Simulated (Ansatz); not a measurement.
# CH4Si (triplet): from Hartree-Fock to the top rungs at distance C1–H5 along a hydrogen transfer = 1.298 Å, cc-pVDZ

Aim: climb from Hartree-Fock through coupled cluster and multireference methods for CH4Si (triplet) at one geometry and basis, and see what each rung misses.

Method: cc-pVDZ, correlated electrons: outside noble gas; program: Ansatz 0.2.0, Gaussian basis.

Plan: UHF; CCSD(T) on ROHF; CCSD(T) on UHF; BCCD(T) on ROHF; CISD; CCSDT(Q) on ROHF; CCSDT(Q) on UHF; CASSCF and MRCISD+Q, 4 electrons in 4 orbitals; CASSCF and NEVPT2, 4 electrons in 4 orbitals.

**1. What is computed**

The geometry derives from fragments relaxed apart (PBE0/def2-TZVP) and kept rigid, so it is no stationary point. A hydrogen atom is moved between rigid fragments.

6 atoms, charge 0, spin multiplicity 3.

Atoms are counted from 1 here; the program's logs count them from 0.

Bond lengths: C1–H2 1.090 Å, C1–H3 1.090 Å, C1–H4 1.090 Å, C1–H5 1.298 Å. Angles: H2–C1–H3 109.5°, H2–C1–H4 109.5°, H2–C1–H5 109.5°, H3–C1–H4 109.5°, H3–C1–H5 109.5°, H4–C1–H5 109.5°.

In the tables R marks a restricted open-shell determinant and U an unrestricted one; 'pair' is the active space of 4 electrons in 4 orbitals; correlation energies count from the lowest restricted Hartree-Fock solution.

**2. UHF**

Contents of in.yaml:

```yaml
crystal:
  periodic: [false, false, false]
  atoms:
    - {symbol: C, position_ang: [-2.078969, 0.000000, 0.000000]}
    - {symbol: H, position_ang: [-2.442175, 1.027301, 0.000000]}
    - {symbol: H, position_ang: [-2.442175, -0.513650, 0.889668]}
    - {symbol: H, position_ang: [-2.442175, -0.513650, -0.889669]}
    - {symbol: H, position_ang: [-0.780969, 0.000000, 0.000000]}
    - {symbol: Si, position_ang: [1.180031, 0.000000, 0.000000]}
basis:
  gaussian: {orbitals: cc-pVDZ}
magnetization: {spin_polarized: true, initial_magnetization: 2}
hamiltonian: {xc: hf}
output: {orbitals: {seedname: orbitals}}
```

Launch:

```sh
$ ansatz run in.yaml --threads 1 --pin off --events-out ev --progress --plain --max-ram 2393MiB
```

Further steps of the session: CCSD(T) on ROHF; CCSD(T) on UHF; BCCD(T) on ROHF; CISD; CCSDT(Q) on ROHF; CCSDT(Q) on UHF; CASSCF and MRCISD+Q, 4 electrons in 4 orbitals; CASSCF and NEVPT2, 4 electrons in 4 orbitals.

Q: Predict the results of all the runs planned. Wanted: correlation energy, UCCSDT(Q); RMP2 from UCCSDT(Q); UMP2 from UCCSDT(Q); RCCSD from UCCSDT(Q); RCCSD(T) from UCCSDT(Q); UCCSD(T) from UCCSDT(Q); RCCSDT(Q) from UCCSDT(Q); MRCISD+Q pair from UCCSDT(Q); T1 diagnostic.

**Answer**, as computed:

```
                                      quantity                                                   value
                 correlation energy, UCCSDT(Q)                                              -7.3046 eV
                           RMP2 from UCCSDT(Q)                                             +1347.2 meV
                           UMP2 from UCCSDT(Q)                                             +1343.3 meV
                          RCCSD from UCCSDT(Q)                                              +208.0 meV
                       RCCSD(T) from UCCSDT(Q)                                               +34.2 meV
                       UCCSD(T) from UCCSDT(Q)                                               +33.5 meV
                      RCCSDT(Q) from UCCSDT(Q)                                                +0.3 meV
                  MRCISD+Q pair from UCCSDT(Q)                                               +45.6 meV
levels of the table within 1 kcal/mol (43 meV)  RCCSD(T), UCCSD(T), BCCD(T), RCCSDT, UCCSDT, RCCSDT(Q)
                                 T1 diagnostic                                                   0.016
```

In words: RCCSD(T) lands +34.2 meV from the yardstick (0.5 % of the correlation energy). These misses are within one basis, not against nature; the frozen cores of restricted and unrestricted runs differ, which can shift their rows.
